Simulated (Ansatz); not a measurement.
The first iterations of a band of CH₅Al (7 atoms, charge 0, multiplicity 1).

The calculation used RKS r2SCAN-D4/def2-SVP in Ansatz 0.2.0.

* movable images: 7
* climbing image: yes
* spring: 5.0 eV/Å²
* optimiser: quadratic models (default)
* start path: through a guess of the saddle point
* force threshold: 0.03 eV/Å
* iteration limit: 60
* end points: relaxed

Initial state:

```xyz
7
Properties=species:S:1:pos:R:3
Al 0.281 -0.065 0.479
H -0.124 -0.442 1.973
C 2.170 0.064 0.003
H 2.687 -0.893 0.197
H 2.352 0.336 -1.049
H 2.684 0.809 0.637
H -0.876 0.191 -0.585
```

Final state:

```xyz
7
Properties=species:S:1:pos:R:3
Al -1.211 -0.338 0.396
H 1.616 0.180 1.406
C 2.219 0.105 0.489
H 2.202 -0.928 0.114
H 1.828 0.779 -0.284
H 3.254 0.386 0.727
H -0.735 -0.184 -1.193
```

| iteration | highest image above the first end (eV) | largest band force component (eV/Å) |
| --- | --- | --- |
| 1 | 5.198 | 8.858 |
| 2 | 4.211 | 3.974 |
| 3 | 3.149 | 1.819 |

**Question.** Does the band converge within its limit, and where does its top end?

**Answer.** The forces met the threshold. It ended after 11 iterations with the highest image 3.015 eV above the first end. Neighbouring images differ by up to 1.7 eV, so the band resolves the path poorly. A vibrational analysis at the climbing image gives one clearly imaginary mode, 1202i cm⁻¹: a first-order saddle point. The orbitals stay closed-shell, which can raise the energy where a bond breaks towards radicals; this wasn't checked here.

Time of the run: 2.8 min on 1 thread of Arm Neoverse V1, with other jobs on the host, peak memory 0.12 GiB.
